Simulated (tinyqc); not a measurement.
Inside a calculation. Method: Hueckel theory of the pi electrons, for the molecule O=CC=O (SMILES; centres numbered as the heavy atoms are written). One step of it, computed by the program tinyqc.

Question. Orbitals. Diagonalise; E = alpha + x beta with beta < 0, so the largest x are filled first; degenerate levels share their electrons. P = sum n_i c_ri c_si; each orbital has its largest coefficient positive (the first on a tie).

Hueckel matrix in units of beta (H = alpha + beta A):
```
          1O        2C        3C        4O
1O  1.070000  0.890000  0.000000  0.000000
2C  0.890000  0.000000  1.000000  0.000000
3C  0.000000  1.000000  0.000000  0.890000
4O  0.000000  0.000000  0.890000  1.070000
```

pi electrons, sum of z_r less the charge = 4

Give: x values; occupations; coefficients; charge and bond-order matrix P.

Answer.

x values: 1.926  1.400  0.144  -1.330

occupations: 2.000  2.000  0.000  0.000

coefficients:
```
      MO1     MO2     MO3     MO4
1O  0.510   0.663  -0.490  -0.246
2C  0.490   0.246   0.510   0.663
3C  0.490  -0.246   0.510  -0.663
4O  0.510  -0.663  -0.490   0.246
```

charge and bond-order matrix P:
```
        1O     2C     3C      4O
1O   1.399  0.826  0.174  -0.359
2C   0.826  0.601  0.359   0.174
3C   0.174  0.359  0.601   0.826
4O  -0.359  0.174  0.826   1.399
```
